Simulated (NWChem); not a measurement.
**CH2BN (SMILES BC#N): B3LYP/cc-pVDZ-DK (sfX2C)**

What is the vertical singlet–triplet gap of CH2BN at B3LYP/cc-pVDZ-DK (sfX2C)? 

The calculation is run with NWChem 7.3.0.

3 further runs of the same task are left out: 3 set aside as unsound or not needed.

**1. The structure to begin with**

CH2BN has 5 atoms, charge 0, and is taken as a singlet. SMILES: `BC#N`. Geometry: relaxed at PBE0-D4/def2-TZVP.

Bond lengths: B1–C2 1.522 Å, C2–N3 1.154 Å, B1–H4 1.189 Å, B1–H5 1.189 Å. Angles: B1–C2–N3 180.0°, C2–B1–H4 118.9°, C2–B1–H5 118.9°, H4–B1–H5 122.2°.

**2. The charge distribution at B3LYP/cc-pVDZ-DK (sfX2C)**

The input, geom.nw:

```
start geom
memory stack 880 mb heap 220 mb global 1100 mb
geometry units angstroms noautosym nocenter noautoz
  B    -0.219200    0.441300   -0.341900
  C     0.352700   -0.696700    0.490700
  N     0.786500   -1.559600    1.122200
  H    -0.744300    0.187400   -1.377600
  H    -0.125900    1.554000    0.065300
end
basis spherical
  B library cc-pVDZ-DK
  C library cc-pVDZ-DK
  N library cc-pVDZ-DK
  H library cc-pVDZ-DK
end
relativistic
  x2c on
end
dft
  xc b3lyp
  grid medium
  mulliken
end
property
  electrondensity
  efield
  dipole
  octupole
  efieldgrad
end
task dft property
```

On the command line:

```bash
nwchem geom.nw > geom.out
```

Standard output:

```text
[...]
          Wavefunction type:  closed shell.
          No. of atoms     :     5
          No. of electrons :    20
[...]
          Charge           :     0
          Spin multiplicity:     1
[...]
          AO basis - number of functions:    52
[...]
              XC Information
              --------------
                         B3LYP Method XC Potential
                     Hartree-Fock (Exact) Exchange  0.200
                        Slater Exchange Functional  0.800 local
                    Becke 1988 Exchange Functional  0.720 non-local
              Lee-Yang-Parr Correlation Functional  0.810
                  VWN I RPA Correlation Functional  0.190 local
[...]
 d= 0,ls=0.0,diis     1   -118.8655175518 -1.65D+02  1.99D-02  4.31D-01     0.4
[...]
 d= 0,ls=0.0,diis     8   -118.9314492617  6.46D-08  8.32D-06  7.45D-07     2.3
         Total DFT energy =     -118.931449261726
      One electron energy =     -250.480972072095
           Coulomb energy =      102.413937737785
    Exchange-Corr. energy =      -17.071650623703
 Nuclear repulsion energy =       46.207235696287
[...]
      Total Density - Mulliken Population Analysis
     ---------------------------------------------
    Atom       Charge   Shell Charges
 -----------   ------   -------------------------------------------------------
    1 B    5     4.89   2.02  0.62  0.34  1.50  0.35  0.06
    2 C    6     6.00   2.01  0.70  0.44  2.02  0.77  0.05
    3 N    7     7.09   2.01  0.84  0.78  2.20  1.23  0.04
    4 H    1     1.01   0.75  0.24  0.02
    5 H    1     1.01   0.75  0.24  0.02
[...]
   Dipole moment        2.4484259862 Debye(s)
             DMX       -0.9202516669 DMXEFC        0.0000000000
             DMY        1.8311074530 DMYEFC        0.0000000000
             DMZ       -1.3397657165 DMZEFC        0.0000000000
   -EFC- dipole         0.0000000000 DEBYE(S)
   Total dipole         2.4484259862 DEBYE(S)
[...]
```

Run time: 2.9 s. Hardware: 1 thread of AMD EPYC 9R45 (Zen 5), shared host; peak memory 0.11 GiB.

Atomic charges (e):

```
atom  Mulliken  Löwdin
  B1    +0.110  +0.000
  C2    +0.000  -0.050
  N3    -0.090  +0.060
  H4    -0.010  -0.010
  H5    -0.010  -0.010
```

**3. The triplet at the same level**

The input, calc.nw:

```
start calc
memory stack 880 mb heap 220 mb global 1100 mb
charge 0

geometry units angstroms noautosym nocenter noautoz
  B       -0.219200       0.441300      -0.341900
  C        0.352700      -0.696700       0.490700
  N        0.786500      -1.559600       1.122200
  H       -0.744300       0.187400      -1.377600
  H       -0.125900       1.554000       0.065300
end

basis spherical
  * library cc-pVDZ-DK
end

relativistic
  x2c on
end

dft
  xc b3lyp
  mult 3
  grid medium
  maxiter 150
  mulliken
  print low
end

property
  electrondensity
  efield
  dipole
  octupole
  efieldgrad
end

task dft property
```

On the command line:

```bash
nwchem calc.nw > calc.out
```

Standard output:

```text
[...]
 d= 0,ls=0.0,diis     1   -118.7201357211 -1.65D+02  9.71D-03  8.81D-02     0.5
[...]
 d= 0,ls=0.0,diis    12   -118.7799021198 -9.38D-08  2.03D-06  8.57D-09     4.5
[...]
         Total DFT energy =     -118.779902119828
      One electron energy =     -250.052093850989
           Coulomb energy =      102.086296212182
    Exchange-Corr. energy =      -17.021340177309
 Nuclear repulsion energy =       46.207235696287
[...]
      Total Density - Mulliken Population Analysis
     ---------------------------------------------
    Atom       Charge   Shell Charges
 -----------   ------   -------------------------------------------------------
    1 B    5     5.20   2.02  0.57  0.31  1.65  0.60  0.04
    2 C    6     5.88   2.01  0.74  0.45  1.93  0.68  0.07
    3 N    7     7.05   2.01  0.84  0.79  2.20  1.17  0.04
    4 H    1     0.93   0.69  0.22  0.02
    5 H    1     0.93   0.69  0.22  0.02
[...]
      <S2> =      2.0155 (Exact =     2.0000)
[...]
   Dipole moment        1.3089000463 Debye(s)
             DMX       -0.4922396115 DMXEFC        0.0000000000
             DMY        0.9784614156 DMYEFC        0.0000000000
             DMZ       -0.7166119970 DMZEFC        0.0000000000
   -EFC- dipole         0.0000000000 DEBYE(S)
   Total dipole         1.3089000463 DEBYE(S)
[...]
```

Wall time 5.1 s (1 thread of AMD EPYC 9R45 (Zen 5), shared host); peak memory 0.11 GiB.

Atomic charges (e):

```
atom  Mulliken  Löwdin
  B1    -0.200  -0.330
  C2    +0.120  +0.060
  N3    -0.050  +0.120
  H4    +0.070  +0.080
  H5    +0.070  +0.080
```

**4. Results**

At B3LYP/cc-pVDZ-DK (sfX2C):

| quantity | value |
| --- | --- |
| singlet: total energy | -118.93145 Eh |
| singlet: dipole moment | 2.45 D |
| singlet: HOMO energy | -9.30 eV |
| singlet: LUMO energy | -3.39 eV |
| singlet: HOMO–LUMO gap | 5.92 eV |
| triplet: total energy | -118.77990 Eh |
| triplet: dipole moment | 1.31 D |
| triplet: ⟨S²⟩ | 2.015 |
| vertical energy of the triplet above the singlet | 4.124 eV |

In words: At this shape the triplet lies 4.12 eV (95 kcal/mol) above the singlet. Mulliken charges (triplet) run from -0.20 on B1 to +0.12 on C2; they depend strongly on the basis.
